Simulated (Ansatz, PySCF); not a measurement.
This Ansatz (a program for electronic structure) input computes a r2SCAN/def2-TZVPD energy:

Ansatz 0.2 input:
```yaml
crystal:
  periodic: [false, false, false]
  atoms:
    - {symbol: C, position_ang: [0.04971801, 0.58373572, -0.00114401]}
    - {symbol: O, position_ang: [0.07409359, -0.58783396, -0.00094961]}
    - {symbol: H, position_ang: [-0.89105678, 1.20025732, 0.01446098]}
basis:
  gaussian:
    orbitals: def2-TZVPD
hamiltonian:
  xc: {name: r2SCAN}
magnetization: {spin_polarized: true, initial_magnetization: 1}
output: {forces: true}
```

Task: Write an input for the same energy in PySCF and say what it gives.

Result: 
```python
from pyscf import gto, scf, dft

mol = gto.M(
    atom='''
    C     0.04971801    0.58373572   -0.00114401
    O     0.07409359   -0.58783396   -0.00094961
    H    -0.89105678    1.20025732    0.01446098
    ''',
    basis='def2-tzvpd',
    charge=0,
    spin=1,
    verbose=4,
)

mf = dft.UKS(mol, xc='r2scan').density_fit(auxbasis='def2-universal-jkfit')
mf.grids.level = 4
mf.conv_tol = 1e-9
mf.max_cycle = 100
mf.max_memory = 1500
mf.kernel()
if not mf.converged:
    mf = mf.newton()
    mf.kernel(mf.make_rdm1())
for _ in range(2):
    mo, _, stable, _ = mf.stability(return_status=True)
    if stable:
        break
    mf.kernel(mf.make_rdm1(mo, mf.mo_occ))
mf.analyze()
```
It gives -113.84171 Eh, and Ansatz -113.84168 Eh, a difference of 0.03 mEh, from the treatment of integrals and grids.

It need not be the lowest isomer of its formula.
